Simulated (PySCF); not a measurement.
State search for NaC

Unrestricted PBE0; Na aug-pcseg-1, C aug-pcseg-1; no relativity (PySCF 2.14). Outer shells of the fragments: Na 3s1; C 2s2 2p2.

Followed along the bond (rough minima from three points):

| 2Ms+1 | unpaired | ⟨S²⟩ at the start | R at minimum (Å) | Te (eV) |
| --- | --- | --- | --- | --- |
| 4 | σ ↑, π ↑↑ | 3.75 | 2.26 | 0.00 |
| 2 | σ ↓, π ↑↑ | 1.76 | 2.30 | 0.71 |
| 2 | σ ↑, π ↑↓ | 1.76 | 2.28 | 0.73 |
| 2 | π ↑ | 0.84 | none in the scan | ≤ 1.26 |

Solutions found at the starting distance of 2.285 Å, counted from the lowest of them; the search is not exhaustive and high or unbound solutions are not listed, so other states can lie among these:

```json
{"2Ms+1": "4", "unpaired": "σ ↑, π ↑↑", "term": "⁴Σ⁻", "E (eV)": "0.00", "⟨S²⟩": "3.75", "⟨Lz²⟩": "0.00", "μ (D)": "-7.86"}
{"2Ms+1": "2", "unpaired": "σ ↓, π ↑↑", "term": "mixed", "E (eV)": "0.71", "⟨S²⟩": "1.76", "⟨Lz²⟩": "0.00", "μ (D)": "-7.42"}
{"2Ms+1": "2", "unpaired": "σ ↑, π ↑↓", "term": "mixed", "E (eV)": "0.73", "⟨S²⟩": "1.76", "⟨Lz²⟩": "2.01", "μ (D)": "-7.75"}
{"2Ms+1": "2", "unpaired": "π ↑", "term": "²Π", "E (eV)": "1.33", "⟨S²⟩": "0.84", "⟨Lz²⟩": "1.00", "μ (D)": "-5.64"}
{"2Ms+1": "2", "unpaired": "σ ↑", "term": "mixed", "E (eV)": "1.91", "⟨S²⟩": "0.75", "⟨Lz²⟩": "2.00", "μ (D)": "-7.77"}
{"2Ms+1": "2", "unpaired": "π ↑", "term": "²Π", "E (eV)": "2.37", "⟨S²⟩": "0.76", "⟨Lz²⟩": "1.02", "μ (D)": "-8.09"}
{"2Ms+1": "4", "unpaired": "σ ↑↑, π ↑", "term": "⁴Π", "E (eV)": "2.59", "⟨S²⟩": "3.75", "⟨Lz²⟩": "1.00", "μ (D)": "3.35"}
{"2Ms+1": "4", "unpaired": "σ ↑, π ↑↑", "term": "mixed", "E (eV)": "4.12", "⟨S²⟩": "3.75", "⟨Lz²⟩": "2.00", "μ (D)": "1.78"}
{"2Ms+1": "4", "unpaired": "π ↑↑↑", "term": "⁴Π", "E (eV)": "4.48", "⟨S²⟩": "3.76", "⟨Lz²⟩": "1.00", "μ (D)": "1.85"}
```

A term symbol is given only where ⟨S²⟩ and ⟨Lz²⟩ are close to those of a pure state; real π, δ and φ orbitals otherwise mix terms. A positive dipole means Na(−)C(+).
